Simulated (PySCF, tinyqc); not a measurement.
Inside a calculation. Method: G0W0 on RHF in the sto-3g basis, for CH2, spin multiplicity 1. The lowest restricted solution is unstable here: a spin-polarised one lies 0.0437 hartree lower (PySCF). One step of it, computed by the program tinyqc.

Question. Iteration 8 (converged): orbitals. Diagonalise F' = X^T F X, C = X C', fill 4 alpha and 4 beta electrons from the bottom; D = 2 C_occ C_occ^T. Each column has its largest component positive (the first on a tie).

converged F (hartree), lower triangle:
```
             1C 1s      1C 2s    1C 2px     1C 2py     1C 2pz      2H 1s      3H 1s
1C 1s   -10.971925
1C 2s    -2.949806  -1.409445
1C 2px    0.000000   0.000000  0.248478
1C 2py    0.000060   0.000864  0.000000  -0.186496
1C 2pz   -0.024272  -0.049285  0.000000   0.000688  -0.196216
2H 1s    -0.552714  -0.589616  0.000000  -0.363041  -0.204126  -0.381337
3H 1s    -0.558391  -0.593372  0.000000   0.364312  -0.204661  -0.121101  -0.384559
```

X, lower triangle:
```
            1C 1s      1C 2s    1C 2px     1C 2py     1C 2pz      2H 1s     3H 1s
1C 1s    1.026617
1C 2s   -0.148476   1.205889
1C 2px   0.000000   0.000000  1.000000
1C 2py   0.000080  -0.001126  0.000000   1.153553
1C 2pz  -0.007768   0.073599  0.000000  -0.000393   1.029822
2H 1s    0.023637  -0.269236  0.000000  -0.256079  -0.109618   1.179659
3H 1s    0.023738  -0.271744  0.000000   0.257885  -0.110426  -0.027505  1.182079
```

Give: F' = X^T F X; orbital energies; coefficients C; D after iteration 8.

Answer.

F' = X^T F X (hartree), lower triangle:
```
          1        2       3        4        5        6       7
1  -10.7415
2   -1.5568  -0.6194
3    0.0000   0.0000  0.2485
4    0.0001  -0.0007  0.0000   0.1485
5   -0.0433   0.0967  0.0000   0.0001  -0.1224
6   -0.0519  -0.3736  0.0000  -0.4175  -0.2064   0.0006
7   -0.0535  -0.3763  0.0000   0.4193  -0.2072  -0.0437  0.0015
```

orbital energies (hartree): MO1 -10.9777, MO2 -0.7680, MO3 -0.4973, MO4 -0.2572, MO5 0.2485, MO6 0.4769, MO7 0.6906

coefficients C:
```
            MO1      MO2      MO3      MO4     MO5      MO6      MO7
1C 1s    0.9933  -0.2230  -0.0008   0.1119  0.0000  -0.1682   0.0017
1C 2s    0.0281   0.7219   0.0035  -0.5090  0.0000   0.9202  -0.0110
1C 2px   0.0000   0.0000   0.0000   0.0000  1.0000   0.0000   0.0000
1C 2py   0.0000  -0.0016   0.5113   0.0001  0.0000   0.0083   1.0960
1C 2pz   0.0042   0.1201  -0.0003   0.8366  0.0000   0.6130  -0.0056
2H 1s   -0.0058   0.2686   0.4573   0.2302  0.0000  -0.7961  -0.7582
3H 1s   -0.0058   0.2715  -0.4555   0.2289  0.0000  -0.7853   0.7751
```

D after iteration 8, lower triangle:
```
          1C 1s    1C 2s  1C 2px   1C 2py  1C 2pz    2H 1s   3H 1s
1C 1s    2.0978
1C 2s   -0.3802   1.5621
1C 2px   0.0000   0.0000  0.0000
1C 2py  -0.0002   0.0012  0.0000   0.5228
1C 2pz   0.1420  -0.6780  0.0000  -0.0006  1.4287
2H 1s   -0.0805   0.1563  0.0000   0.4668  0.4495   0.6686
3H 1s   -0.0808   0.1555  0.0000  -0.4666  0.4485  -0.1653  0.6674
```
